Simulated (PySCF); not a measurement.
# doublet PH2F+: levels of theory compared

Aim: a comparison of 6 runs (U-r2SCAN/STO-3G, U-wB97X-V/STO-3G, UPBE0/STO-3G, UMP2/STO-3G, ROCCSD(T)/STO-3G, FCI/STO-3G) of doublet PH2F+. The job is set up through a Python script.

The calculation is run with PySCF 2.14.0.

10 further runs of the same task are left out: 1 that didn't finish, 9 set aside as unsound or not needed.

## (1) Starting point

The species is PH2F+ (4 atoms), meant as a doublet with charge +1. As SMILES of the parent species, `FP`. The shape is that of a GFN2-xTB optimisation. That shape belongs to the parent species and isn't relaxed for this state.

Bond lengths: F1–P2 1.632 Å, P2–H3 1.406 Å, P2–H4 1.406 Å. Angles: F1–P2–H3 93.5°, F1–P2–H4 93.5°, H3–P2–H4 91.6°.

## (2) The energy at U-r2SCAN/STO-3G (run 1)

job.py reads:

```python
from pyscf import gto, dft

mol = gto.Mole()
mol.atom = '''
F      1.160540     0.668850    -0.222660
P     -0.072030    -0.369080    -0.479670
H     -1.053910     0.574260    -0.129560
H     -0.034600    -0.874030     0.831900
'''
mol.basis = 'sto-3g'
mol.max_memory = 1860
mol.spin = 1
mol.charge = 1
mol.verbose = 4
mol.build()

mf = dft.UKS(mol)
mf.xc = 'r2scan'
mf.conv_tol = 1e-10
mf.grids.level = 5
mf.kernel()
if not mf.converged:
    mf = mf.newton().run(mf.mo_coeff, mf.mo_occ)

energy = mf.e_tot
print('E(%s) = %.9f' % ('R2SCAN', energy))
```

The run is started by

```bash
$ OMP_NUM_THREADS=1 python job.py
```

The log of the run:

```text
PySCF version 2.14.0

[INPUT] num. atoms = 4
[INPUT] num. electrons = 25
[INPUT] charge = 1
[INPUT] spin (= nelec alpha-beta = 2S) = 1
[INPUT] symmetry False subgroup None
[INPUT] Mole.unit = angstrom
[INPUT] Symbol           X                Y                Z      unit          X                Y                Z       unit  Magmom
[INPUT]  1 F      1.160540000000   0.668850000000  -0.222660000000 AA    2.193102756603   1.263943318415  -0.420766418896 Bohr   0.0
[INPUT]  2 P     -0.072030000000  -0.369080000000  -0.479670000000 AA   -0.136116972752  -0.697460118054  -0.906444930170 Bohr   0.0
[INPUT]  3 H     -1.053910000000   0.574260000000  -0.129560000000 AA   -1.991601259940   1.085194124293  -0.244832916699 Bohr   0.0
[INPUT]  4 H     -0.034600000000  -0.874030000000   0.831900000000 AA   -0.065384523910  -1.651677324654   1.572063163026 Bohr   0.0

nuclear repulsion = 59.6290175704312
number of shells = 10
number of NR pGTOs = 48
number of NR cGTOs = 16
basis = sto-3g
ecp = {}

[... 78 lines left out ...]
converged SCF energy = -436.716652016053  <S^2> = 0.75099761  2S+1 = 2.0009974
E(R2SCAN) = -436.716652016
```

Wall time 4.5 s (1 thread of Arm Neoverse V2, shared host); peak memory 0.2 GiB.

## (3) The energy at U-wB97X-V/STO-3G (run 2)

run.py reads:

```python
from pyscf import gto, dft

mol = gto.Mole()
mol.atom = 'F 1.160540 0.668850 -0.222660; P -0.072030 -0.369080 -0.479670; H -1.053910 0.574260 -0.129560; H -0.034600 -0.874030 0.831900'
mol.max_memory = 1860
mol.basis = 'sto-3g'
mol.spin = 1
mol.charge = 1
mol.verbose = 3
mol.build()

calc0 = dft.UKS(mol)
calc0.xc = 'wb97x-v'
calc0.nlcgrids.level = 1
calc0.conv_tol = 1e-10
calc0.grids.level = 5
calc0.kernel()
if not calc0.converged:
    calc0 = calc0.newton().run(calc0.mo_coeff, calc0.mo_occ)

etot = calc0.e_tot
print('E = %.10f Eh' % etot)
```

The run is started by

```bash
$ OMP_NUM_THREADS=1 python run.py
```

The log of the run:

```text
WARN: HOMO -0.268540218601144 >= LUMO -0.268540218601142

converged SCF energy = -436.683965782403  <S^2> = 0.75340509  2S+1 = 2.0034022
E = -436.6839657824 Eh
```

Run time: 14 s. Hardware: 1 thread of Arm Neoverse V2, shared host; peak memory 0.19 GiB.

Run 3 isn't shown in full; the table further down has it.

## (4) A single-point energy at UMP2/STO-3G (run 4)

input.py reads:

```python
from pyscf import gto, scf, mp

mol = gto.M(
    atom=[
    ('F', (1.160540, 0.668850, -0.222660)),
    ('P', (-0.072030, -0.369080, -0.479670)),
    ('H', (-1.053910, 0.574260, -0.129560)),
    ('H', (-0.034600, -0.874030, 0.831900)),
],
    charge=1,
    max_memory=1860,
    verbose=3,
    spin=1,
    basis='sto-3g',
)

hf = scf.UHF(mol)
hf.conv_tol = 1e-10
hf.kernel()
if not hf.converged:
    hf = hf.newton().run(hf.mo_coeff, hf.mo_occ)

pt = mp.MP2(hf, frozen=6).run()
etot = pt.e_tot
print('E = %.10f Eh' % etot)
```

The run is started by

```bash
$ OMP_NUM_THREADS=1 python input.py
```

The log of the run:

```text
converged SCF energy = -435.805465325443  <S^2> = 0.78906944  2S+1 = 2.0386951
E(UMP2) = -435.868770723819  E_corr = -0.063305398375303
E(SCS-UMP2) = -435.873739205393  E_corr = -0.068273879949159
E = -435.8687707238 Eh
```

Run time: 0.64 s. Hardware: 1 thread of Arm Neoverse V2, shared host; peak memory 0.12 GiB.

Run 5 isn't shown in full; the table further down has it.

## (5) The energy at FCI/STO-3G (run 6)

calc.py reads:

```python
from pyscf import gto, mcscf

mol = gto.M(
    atom='''
F        1.160540       0.668850      -0.222660
P       -0.072030      -0.369080      -0.479670
H       -1.053910       0.574260      -0.129560
H       -0.034600      -0.874030       0.831900
''',
    basis='sto-3g',
    charge=1,
    verbose=4,
    spin=1,
    max_memory=1860,
)

mf = mol.ROHF()
mf.conv_tol = 1e-10
mf.kernel()
if not mf.converged:
    mf = mf.newton().run(mf.mo_coeff, mf.mo_occ)

cas = mcscf.CASCI(mf, mf.mo_coeff.shape[-1] - 6, (mol.nelec[0] - 6, mol.nelec[1] - 6))  # full CI above the frozen core
cas.fix_spin_(ss=0.75)
cas.kernel()
etot = cas.e_tot
print('Final energy', etot)
```

The run is started by

```bash
$ OMP_NUM_THREADS=1 python calc.py
```

The log of the run:

```text
PySCF version 2.14.0

[INPUT] num. atoms = 4
[INPUT] num. electrons = 25
[INPUT] charge = 1
[INPUT] spin (= nelec alpha-beta = 2S) = 1
[INPUT] symmetry False subgroup None
[INPUT] Mole.unit = angstrom
[INPUT] Symbol           X                Y                Z      unit          X                Y                Z       unit  Magmom
[INPUT]  1 F      1.160540000000   0.668850000000  -0.222660000000 AA    2.193102756603   1.263943318415  -0.420766418896 Bohr   0.0
[INPUT]  2 P     -0.072030000000  -0.369080000000  -0.479670000000 AA   -0.136116972752  -0.697460118054  -0.906444930170 Bohr   0.0
[INPUT]  3 H     -1.053910000000   0.574260000000  -0.129560000000 AA   -1.991601259940   1.085194124293  -0.244832916699 Bohr   0.0
[INPUT]  4 H     -0.034600000000  -0.874030000000   0.831900000000 AA   -0.065384523910  -1.651677324654   1.572063163026 Bohr   0.0

nuclear repulsion = 59.6290175704312
number of shells = 10
number of NR pGTOs = 48
number of NR cGTOs = 16
basis = sto-3g
ecp = {}

[... 53 lines left out ...]
converged SCF energy = -435.801671469304
[... 1 line left out ...]
******** <class 'pyscf.mcscf.casci.CASCI'> ********
CAS (7e+6e, 10o), ncore = 6, nvir = 0
natorb = False
canonicalization = True
sorting_mo_energy = False
******** <class 'pyscf.fci.addons.SpinPenaltyFCISolver'> ********
max. cycles = 200
conv_tol = 1e-08
davidson only = True
linear dependence = 1e-12
level shift = 0.001
max iter space = 12
nroots = 1
pspace_size = 400
spin = None
Density matrix diagonal elements [1.9969106  1.98369558 1.98253191 1.91375493 1.90638158 1.97408844
 1.09778541 0.07330869 0.03774148 0.0338014 ]
CASCI converged
CASCI E = -435.905053800937  E(CI) = -49.2476757172256  S^2 = 0.7500000
Final energy -435.90505380093737
```

Run time: 1 s. Hardware: 1 thread of Arm Neoverse V2, shared host; peak memory 0.12 GiB.

## (6) All runs side by side

```tsv
run	level	nlc grid	integration grid	energy (Eh)	HOMO energy (eV)	LUMO energy (eV)	⟨S²⟩	wall time
1	U-r2SCAN/STO-3G	–	5	-436.716652	-14.31	-12.48	0.751	4.5 s
2	U-wB97X-V/STO-3G	1	5	-436.683966	-17.92	-9.15	0.753	14 s
3	UPBE0/STO-3G	–	5	-436.551364	-15.56	-11.46	0.753	3 s
4	UMP2/STO-3G	–	–	-435.868771	-19.63	-6.90	0.789	0.64 s
5	ROCCSD(T)/STO-3G	–	–	-435.903573	–	–	0.750	0.72 s
6	FCI/STO-3G	–	–	-435.905054	–	–	–	1 s
```

## (7) Results

```
                                          quantity          value
                               run 6: total energy  -435.90505 Eh
run 6: correlation energy (6 core orbitals frozen)     -103.4 mEh
```

In words: Against full CI in this basis: UMP2 +36.3 mEh; ROCCSD(T) +1.5 mEh. Totals of different functionals can't be ranked against each other. In run 5 the T1 diagnostic is large, so a single reference may not serve. In runs 1, 2, 3, 4, 5, 6 the basis is minimal, so the values are rough. All runs together took 24 s, the longest 14 s.
